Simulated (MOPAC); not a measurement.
MOPAC input (PM7):

```
PM7 PRECISE GNORM=0.05 LET XYZ GEO-OK AUX(PRECISION=9) THREADS=1
C3H6

C     1.28821393 1    0.13704514 1    0.01192045 1
C     0.00466619 1    0.47258385 1    0.00111358 1
H     1.60232982 1   -0.90099925 1    0.01239769 1
H     2.07098219 1    0.88456380 1    0.02066987 1
H    -0.26121508 1    1.52666987 1    0.00110742 1
C    -1.13838143 1   -0.49205935 1   -0.01137507 1
H    -0.78875001 1   -1.52536103 1   -0.01056700 1
H    -1.78307485 1   -0.34713453 1    0.86039285 1
H    -1.76726422 1   -0.34315674 1   -0.89395457 1
```

Problem. What heat of formation does the run end on?

Solution. 4.19 kcal/mol.
